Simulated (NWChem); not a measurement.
C2H6 anion, doublet; SMILES of the neutral closed-shell parent CC

```xyz
8

C      0.0000     0.0000     0.7663
C      0.0000     0.0000    -0.7663
H     -0.7301     0.7301     1.1606
H      0.9974     0.2672     1.1606
H     -0.2672    -0.9974     1.1606
H     -0.9974    -0.2672    -1.1606
H      0.7301    -0.7301    -1.1606
H      0.2672     0.9974    -1.1606
```
Atoms are numbered in this order, from 1.

Level: B3LYP/def2-SVPD, spin-unrestricted (NWChem), optimised geometry, unscaled harmonic frequencies. In the optimisation the excess spin sits in a1g (D3d, its own frame). The spin multiplicity was typed, not searched, and may not be the lowest. The highest occupied level is positive, so the extra electron may be held by the finite basis. B3LYP is NWChem's, with the RPA form of VWN correlation.

Q: List the harmonic frequencies with IR intensities, and the thermochemistry.

A: 
| frequency (cm⁻¹) | IR intensity (km/mol) |
|---|---|
| 381 | 0.0 |
| 775 | 0.0 |
| 775 | 0.0 |
| 1005 | 0.0 |
| 1202 | 0.0 |
| 1202 | 0.0 |
| 1329 | 421.5 |
| 1367 | 0.0 |
| 1413 | 0.0 |
| 1413 | 0.0 |
| 1421 | 1.5 |
| 1421 | 1.5 |
| 2920 | 275.9 |
| 2929 | 0.0 |
| 2981 | 76.4 |
| 2981 | 76.3 |
| 3022 | 0.0 |
| 3022 | 0.0 |

```json
{
  "zero_point_energy": "45.1 kcal/mol",
  "thermal correction to the enthalpy at 298.15 K (with zero-point energy)": "47.9 kcal/mol",
  "heat capacity Cv": "10.3 cal/(mol K)"
}
```

Rigid rotor and harmonic oscillator.
